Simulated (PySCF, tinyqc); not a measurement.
Inside a calculation. Method: RHF in the sto-6g basis, for HF, spin multiplicity 1. The lowest restricted solution is unstable here: a spin-polarised one lies 0.0228 hartree lower (PySCF). One step of it, computed by the program tinyqc.

Task: Iteration 4: building the Fock matrix. J_ij = sum D_kl (ij|kl), K_ij = sum D_kl (ik|jl); F = H + J - 0.5 K; E = tr D H + tr D J / 2 - 0.25 tr D K + E_nn.

D after iteration 3:
```
,1F 1s,1F 2s,1F 2px,1F 2py,1F 2pz,2H 1s
1F 1s,2.113525,-0.489391,0.000000,0.000000,0.046205,0.005908
1F 2s,-0.489391,2.116077,0.000000,0.000000,-0.252561,-0.097018
1F 2px,0.000000,0.000000,2.000000,0.000000,0.000000,0.000000
1F 2py,0.000000,0.000000,0.000000,2.000000,0.000000,0.000000
1F 2pz,0.046205,-0.252561,0.000000,0.000000,0.952364,0.847983
2H 1s,0.005908,-0.097018,0.000000,0.000000,0.847983,0.763036
```

core Hamiltonian H = T + V (hartree):
```
,1F 1s,1F 2s,1F 2px,1F 2py,1F 2pz,2H 1s
1F 1s,-40.812114,-9.099120,0.000000,0.000000,-0.007177,-0.704845
1F 2s,-9.099120,-10.780419,0.000000,0.000000,-0.084751,-1.746854
1F 2px,0.000000,0.000000,-8.597586,0.000000,0.000000,0.000000
1F 2py,0.000000,0.000000,0.000000,-8.597586,0.000000,0.000000
1F 2pz,-0.007177,-0.084751,0.000000,0.000000,-8.637474,-1.287650
2H 1s,-0.704845,-1.746854,0.000000,0.000000,-1.287650,-3.933258
```

Two-electron integrals (ij|kl) in chemists' order, unique and non-zero (hartree):
```
i,j,k,l,(ij|kl)
1,1,1,1,5.406240
2,1,1,1,0.768129
2,1,2,1,0.138909
2,2,1,1,1.266271
2,2,2,1,0.283987
2,2,2,2,0.926367
3,1,3,1,0.029452
3,2,3,1,0.044681
3,2,3,2,0.204753
3,3,1,1,1.266273
3,3,2,1,0.283987
3,3,2,2,0.926366
3,3,3,3,0.998085
4,1,4,1,0.029452
4,2,4,1,0.044681
4,2,4,2,0.204753
4,3,4,3,0.053789
4,4,1,1,1.266273
4,4,2,1,0.283987
4,4,2,2,0.926366
4,4,3,3,0.890506
4,4,4,4,0.998085
5,1,5,1,0.029452
5,2,5,1,0.044681
5,2,5,2,0.204753
5,3,5,3,0.053789
5,4,5,4,0.053789
5,5,1,1,1.266273
5,5,2,1,0.283987
5,5,2,2,0.926366
5,5,3,3,0.890506
5,5,4,4,0.890506
5,5,5,5,0.998085
6,1,1,1,0.062802
6,1,2,1,0.010899
6,1,2,2,0.021838
6,1,3,3,0.021803
6,1,4,4,0.021803
6,1,5,1,0.000473
6,1,5,2,0.000932
6,1,5,5,0.021909
6,1,6,1,0.000869
6,2,1,1,0.178488
6,2,2,1,0.040724
6,2,2,2,0.150684
6,2,3,3,0.148511
6,2,4,4,0.148511
6,2,5,1,0.002959
6,2,5,2,0.023369
6,2,5,5,0.155029
6,2,6,1,0.003204
6,2,6,2,0.032079
6,3,3,1,0.004257
6,3,3,2,0.025262
6,3,5,3,0.004765
6,3,6,3,0.004417
6,4,4,1,0.004257
6,4,4,2,0.025262
6,4,5,4,0.004765
6,4,6,4,0.004417
6,5,1,1,0.130810
6,5,2,1,0.030234
6,5,2,2,0.119438
6,5,3,3,0.114700
6,5,4,4,0.114700
6,5,5,1,0.006080
6,5,5,2,0.041961
6,5,5,5,0.128914
6,5,6,1,0.002467
6,5,6,2,0.031194
6,5,6,5,0.034371
6,6,1,1,0.384605
6,6,2,1,0.089350
6,6,2,2,0.380888
6,6,3,3,0.370486
6,6,4,4,0.370486
6,6,5,1,0.006807
6,6,5,2,0.076913
6,6,5,5,0.401691
6,6,6,1,0.007049
6,6,6,2,0.112497
6,6,6,5,0.126231
6,6,6,6,0.774999
```

nuclear repulsion = 3.48652628 hartree

Give: Coulomb J; exchange K; Fock matrix F; total energy of this density.

Result:

Coulomb J (hartree):
```
,1F 1s,1F 2s,1F 2px,1F 2py,1F 2pz,2H 1s
1F 1s,20.1064,3.6065,0.0000,0.0000,-0.0049,0.2849
1F 2s,3.6065,9.4105,0.0000,0.0000,0.0260,1.5190
1F 2px,0.0000,0.0000,9.4325,0.0000,0.0000,0.0000
1F 2py,0.0000,0.0000,0.0000,9.4325,0.0000,0.0000
1F 2pz,-0.0049,0.0260,0.0000,0.0000,9.3665,1.2091
2H 1s,0.2849,1.5190,0.0000,0.0000,1.2091,4.1414
```

exchange K (hartree):
```
,1F 1s,1F 2s,1F 2px,1F 2py,1F 2pz,2H 1s
1F 1s,11.1143,1.7588,0.0000,0.0000,0.0002,0.1533
1F 2s,1.7588,3.0253,0.0000,0.0000,-0.0933,0.5557
1F 2px,0.0000,0.0000,2.6134,0.0000,0.0000,0.0000
1F 2py,0.0000,0.0000,0.0000,2.6134,0.0000,0.0000
1F 2pz,0.0002,-0.0933,0.0000,0.0000,1.8543,0.5976
2H 1s,0.1533,0.5557,0.0000,0.0000,0.5976,0.8851
```

Fock matrix F (hartree):
```
,1F 1s,1F 2s,1F 2px,1F 2py,1F 2pz,2H 1s
1F 1s,-26.2629,-6.3720,0.0000,0.0000,-0.0122,-0.4966
1F 2s,-6.3720,-2.8825,0.0000,0.0000,-0.0121,-0.5057
1F 2px,0.0000,0.0000,-0.4717,0.0000,0.0000,0.0000
1F 2py,0.0000,0.0000,0.0000,-0.4717,0.0000,0.0000
1F 2pz,-0.0122,-0.0121,0.0000,0.0000,-0.1981,-0.3773
2H 1s,-0.4966,-0.5057,0.0000,0.0000,-0.3773,-0.2345
```

total energy of this density = -99.393209 hartree
